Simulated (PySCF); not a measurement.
PySCF input (PBE/6-311++G(2d,2p)):

```python
import numpy as np, basis_set_exchange as bse
from pyscf import gto, scf, dft, df, tdscf

basis = {'B': gto.basis.parse(bse.get_basis('6-311++G(2d,2p)', elements=['B'], fmt='nwchem')), 'Cl': gto.basis.parse(bse.get_basis('6-311++G(2d,2p)', elements=['Cl'], fmt='nwchem'))}
mol = gto.M(
    atom='''
    B     0.00000000   -0.00000000   -0.00000000
    Cl    0.00508444    1.74500655   -0.02473757
    Cl    1.50850421   -0.87734968   -0.01892724
    Cl   -1.51358865   -0.86765687    0.04366481
    ''',
    basis=basis,
    charge=0,
    verbose=4,
    max_memory=8640,
)
mf = dft.RKS(mol, xc='pbe')
mf.grids.level = 3
mf = mf.density_fit(auxbasis=df.autoaux(mol))
mf.conv_tol = 1e-9
mf.max_cycle = 100
print('smallest overlap eigenvalue', np.linalg.eigvalsh(mol.intor('int1e_ovlp'))[0])
mf.kernel()
dip = mf.dip_moment()
td = tdscf.TDA(mf)
td.nstates = 4
td.kernel()
td.analyze()
osc = td.oscillator_strength()
```

Output:

```
PySCF version 2.14.0

[INPUT] verbose = 4
[INPUT] num. atoms = 4
[INPUT] num. electrons = 56
[INPUT] charge = 0
[INPUT] spin (= nelec alpha-beta = 2S) = 0
[INPUT] symmetry False subgroup None
[INPUT] Mole.unit = angstrom
[INPUT] Symbol           X                Y                Z      unit          X                Y                Z       unit  Magmom
[INPUT]  1 B      0.000000000000   0.000000000000   0.000000000000 AA    0.000000000000   0.000000000000   0.000000000000 Bohr   0.0
[INPUT]  2 Cl     0.005084440000   1.745006550000  -0.024737570000 AA    0.009608199097   3.297584465072  -0.046747232287 Bohr   0.0
[INPUT]  3 Cl     1.508504210000  -0.877349680000  -0.018927240000 AA    2.850659814653  -1.657950610675  -0.035767299894 Bohr   0.0
[INPUT]  4 Cl    -1.513588650000  -0.867656870000   0.043664810000 AA   -2.860268013750  -1.639633854397   0.082514532181 Bohr   0.0

nuclear repulsion = 229.102112755677
number of shells = 56
number of NR pGTOs = 211
number of NR cGTOs = 132
basis = {'B': [[0, [2858.89, 0.00215375], [428.14, 0.0165823], [97.5282, 0.082187], [27.9693, 0.276618], [8.21577, 0.629316], [1.11278, 0.17377]], [0, [13.2415, 0.117443], [3.00166, 0.918002], [0.912856, -0.00265105]], [0, [0.315454, 1.0]], [0, [0.0988563, 1.0]], [0, [0.0315, 1.0]], [1, [13.2415, 0.04181], [3.00166, 0.236575], [0.912856, 0.816214]], [1, [0.315454, 1.0]], [1, [0.0988563, 1.0]], [1, [0.0315, 1.0]], [2, [0.802, 1.0]], [2, [0.2005, 1.0]]], 'Cl': [[0, [105819.0, 0.000738], [15872.0, 0.005718], [3619.65, 0.029495], [1030.8, 0.117286], [339.908, 0.362949], [124.538, 0.584149]], [0, [124.538, 0.134177], [49.5135, 0.62425], [20.8056, 0.291756]], [0, [6.58346, 1.0]], [0, [2.56468, 1.0]], [0, [0.559763, 1.0]], [0, [0.183273, 1.0]], [0, [0.0483, 1.0]], [1, [589.776, 0.002391], [139.849, 0.018504], [45.1413, 0.081377], [16.8733, 0.221552], [6.7411, 0.772569]], [1, [6.7411, -1.572244], [2.77152, 0.992389]], [1, [1.02387, 1.0]], [1, [0.381368, 1.0]], [1, [0.109437, 1.0]], [1, [0.0483, 1.0]], [2, [1.5, 1.0]], [2, [0.375, 1.0]]]}
ecp = {}
ETB for B: l = 0, exps = 0.063 * 1.8^n , n = 0..15
ETB for B: l = 1, exps = 0.063 * 1.8^n , n = 0..13
ETB for B: l = 2, exps = 0.063 * 1.8^n , n = 0..12
ETB for B: l = 3, exps = 0.232 * 2.2^n , n = 0..3
ETB for Cl: l = 0, exps = 0.0966 * 1.8^n , n = 0..20
ETB for Cl: l = 1, exps = 0.0966 * 1.8^n , n = 0..17
ETB for Cl: l = 2, exps = 0.0966 * 1.8^n , n = 0..16
ETB for Cl: l = 3, exps = 0.4233 * 2.2^n , n = 0..5
smallest overlap eigenvalue 0.0017762626993566603

******** <class 'pyscf.df.df_jk.DFRKS'> ********
method = DFRKS
initial guess = minao
damping factor = 0
level_shift factor = 0
DIIS = <class 'pyscf.scf.diis.CDIIS'>
diis_start_cycle = 1
diis_space = 8
diis_damp = 0
SCF conv_tol = 1e-09
SCF conv_tol_grad = None
SCF max_cycles = 100
direct_scf = False
XC library pyscf.dft.libxc version 7.1.2
    S. Lehtola, C. Steigemann, M. J. T. Oliveira, and M. A. L. Marques,  SoftwareX 7, 1–5 (2018)
XC functionals = pbe
    J. P. Perdew, K. Burke, and M. Ernzerhof,  Phys. Rev. Lett. 77, 3865 (1996)
    J. P. Perdew, K. Burke, and M. Ernzerhof,  Phys. Rev. Lett. 78, 1396 (1997)
    J. P. Perdew, K. Burke, and M. Ernzerhof,  Phys. Rev. Lett. 77, 3865 (1996)
    J. P. Perdew, K. Burke, and M. Ernzerhof,  Phys. Rev. Lett. 78, 1396 (1997)
radial grids:
    Treutler-Ahlrichs [JCP 102, 346 (1995); DOI:10.1063/1.469408] (M4) radial grids

becke partition: Becke, JCP 88, 2547 (1988); DOI:10.1063/1.454033
pruning grids: <function nwchem_prune>
grids dens level: 3
symmetrized grids: False
atomic radii adjust function: <function treutler_atomic_radii_adjust>
small_rho_cutoff = 0
Set gradient conv threshold to 3.16228e-05
Initial guess from minao.
tot grids = 70688
init E= -1405.34602755922
  HOMO = -0.319896210388198  LUMO = -0.107905962086753  gap/eV = 5.76855
cycle= 1 E= -1405.00068793885  delta_E= 0.345  |g|= 0.32  |ddm|= 1.96
  HOMO = -0.257177158111001  LUMO = -0.105222803429503  gap/eV = 4.13489
cycle= 2 E= -1404.98335137983  delta_E= 0.0173  |g|= 0.365  |ddm|= 0.551
  HOMO = -0.279867266706366  LUMO = -0.089492464242347  gap/eV = 5.18036
cycle= 3 E= -1405.01125588716  delta_E= -0.0279  |g|= 0.144  |ddm|= 0.375
  HOMO = -0.287908266611721  LUMO = -0.10691948540566  gap/eV = 4.92496
cycle= 4 E= -1405.01605295814  delta_E= -0.0048  |g|= 0.057  |ddm|= 0.142
  HOMO = -0.283305417229381  LUMO = -0.101193136831569  gap/eV = 4.95553
cycle= 5 E= -1405.01692966557  delta_E= -0.000877  |g|= 0.00136  |ddm|= 0.0441
  HOMO = -0.283248293175762  LUMO = -0.101333082933696  gap/eV = 4.95017
cycle= 6 E= -1405.0169300686  delta_E= -4.03e-07  |g|= 0.000333  |ddm|= 0.00175
  HOMO = -0.28320735020345  LUMO = -0.101270917075984  gap/eV = 4.95074
cycle= 7 E= -1405.01693010052  delta_E= -3.19e-08  |g|= 4.88e-05  |ddm|= 0.000369
  HOMO = -0.283213128814812  LUMO = -0.101274377864892  gap/eV = 4.95081
cycle= 8 E= -1405.01693010111  delta_E= -5.89e-10  |g|= 1.24e-06  |ddm|= 4.6e-05
  HOMO = -0.283213060814827  LUMO = -0.101274090896493  gap/eV = 4.95081
Extra cycle  E= -1405.01693010112  delta_E= -3.18e-12  |g|= 1.92e-06  |ddm|= 3.49e-06
converged SCF energy = -1405.01693010112
Dipole moment(X, Y, Z, Debye):  0.00000,  0.00005, -0.00000

******** <class 'pyscf.tdscf.rks.TDA'> for <class 'pyscf.df.df_jk.DFRKS'> ********
nstates = 4 singlet
deg_eia_thresh = 1.000e-03
wfnsym = None
conv_tol = 1e-05
eigh lindep = 1e-12
eigh level_shift = 0
eigh max_cycle = 100
chkfile = tmpix30w0i7

Excitation energies (eV)
[5.02922418 5.93223111 5.93225331 6.5579984 ]

** Singlet excitation energies and oscillator strengths **
Excited State   1:      5.02922 eV    246.53 nm  f=0.0000
      28 -> 29        0.70696
Excited State   2:      5.93223 eV    209.00 nm  f=0.0000
      25 -> 29        0.70665
Excited State   3:      5.93225 eV    209.00 nm  f=0.0000
      24 -> 29       -0.70665
Excited State   4:      6.55800 eV    189.06 nm  f=0.1533
      27 -> 29        0.67665

** Transition electric dipole moments (AU) **
state          X           Y           Z        Dip. S.      Osc.
  1         0.0000      0.0000     -0.0000      0.0000      0.0000
  2         0.0000      0.0000      0.0000      0.0000      0.0000
  3         0.0000     -0.0000      0.0000      0.0000      0.0000
  4        -0.9759      0.0412      0.0197      0.9544      0.1533

** Transition velocity dipole moments (imaginary part, AU) **
state          X           Y           Z        Dip. S.      Osc.
  1        -0.0000     -0.0000     -0.0000      0.0000      0.0000
  2         0.0000     -0.0000     -0.0000      0.0000      0.0000
  3         0.0000     -0.0000      0.0000      0.0000      0.0000
  4        -0.0666      0.0028      0.0013      0.0044      0.0123

** Transition magnetic dipole moments (imaginary part, AU) **
state          X           Y           Z
  1        -0.0000      0.0000      0.0000
  2         0.8684     -0.0653     -0.0171
  3         0.0650      0.8685     -0.0136
  4         0.0000     -0.0000     -0.0000
```
